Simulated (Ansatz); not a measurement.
Two shapes of singlet CH₄O.

Shape 1:

```xyz
6

C    -0.0174    0.0168   -0.6425
O    -0.0400   -0.0384    0.7607
H    -0.0123   -1.0215   -1.0222
H    -0.8763    0.4428   -1.0348
H     0.9009    0.4674   -1.1247
H    -0.0135    0.8745    1.1048
```

Shape 2:

```xyz
6

C    -0.0099   -0.0206   -0.6280
O    -0.0608   -0.0736    0.7598
H    -0.0077   -1.0539   -1.0467
H    -0.8778    0.4685   -1.0031
H     0.8725    0.4384   -1.1209
H     0.0139    0.8547    1.0820
```

Basis set: 6-31G (spherical functions). Correlated methods keep 2 orbitals frozen. Charge 0, multiplicity 1.

Computed with Ansatz (development build ahead of 0.2.0); each method stands on the lowest determinant of its kind that the runs found.

(1) Which shape is lower in energy, and by how much in each method?

## Answers

(1)

```csv
method,E(2) − E(1) (eV)
RHF,0.021
RHF-MP2,0.012
```

Shape 1 is lower.
